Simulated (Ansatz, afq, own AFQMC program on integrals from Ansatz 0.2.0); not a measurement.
**CHGe, quartet: AFQMC among the cluster methods**

```xyz
3

Ge    0.0000   -0.1297    1.8729
C     0.0000   -0.3135   -0.5391
H     0.0000    0.4432   -1.3339
```

Connectivity, by distances: Ge–CH.

Basis cc-pVDZ. Only valence electrons are correlated. AFQMC by an in-house program on the Cholesky factors that Ansatz 0.2.0 writes for its CCSD(T) run. ph-AFQMC/CISD is guided by a CISD state made of CCSD amplitudes; releasing the constraint for a short imaginary time cuts its bias at the price of noise, slowly where states lie close. Free projection: walkers drawn from exp(T), propagated without any constraint. Its projection time is finite, and what remains of the start isn't in its error. Error bars are statistical, one sigma. No spin–orbit coupling.

Determinant: ROHF, the one that the program's search chose, which needn't be the lowest solution. The geometry is a point of a scan.

No full CI on the walks' own integrals is used here; CCSDT(Q) serves as the reference and is uncertain by about the last step of the cluster series.

Cautions: no relativity below Rb; no spin-orbit coupling; inner d shell frozen; lower spins were not checked; higher spins were not checked.

The T1 diagnostic is 0.0382 and the weight of the determinant in the CISD state is 0.865. The size of the correlated space is 9 electrons in 31 orbitals.

Reference: CCSDT(Q), correlation energy -5.223 eV. The released energy is read at 2.40 1/Eh (meV from the phaseless value at times in 1/Eh: 14 ± 31 at 0.24, -29 ± 11 at 0.51, -22 ± 13 at 0.99, -27 ± 16 at 1.62, -41 ± 21 at 2.40).

| level | E − E(reference) (kJ/mol) | share of correlation (%) |
| --- | --- | --- |
| HF | 503.9 | 0.00 |
| MP2 | 113.2 | 77.53 |
| CCSD | 22.9 | 95.46 |
| CCSD(T) | 6.5 | 98.70 |
| CCSDT | 1.4 | 99.73 |
| ph-AFQMC/HF | 16.1 ± 4.5 | 96.81 |
| ph-AFQMC/CISD | 6.2 ± 1.0 | 98.78 |
| released AFQMC | 2.2 ± 2.0 | 99.57 |
| free AFQMC | -0.6 ± 2.0 | 100.11 |

Free projections are given only where their last times agree within the noise and don't stop above the reference; a slow remainder of the start can still hide under it. A walk keeps the symmetry of its determinant, which the program's search chose and which needn't be the lowest solution, so a lower state of the same spin and another symmetry isn't excluded. Released energies are given only where the last usable release times agree within the noise; a slower fall can still hide under it.
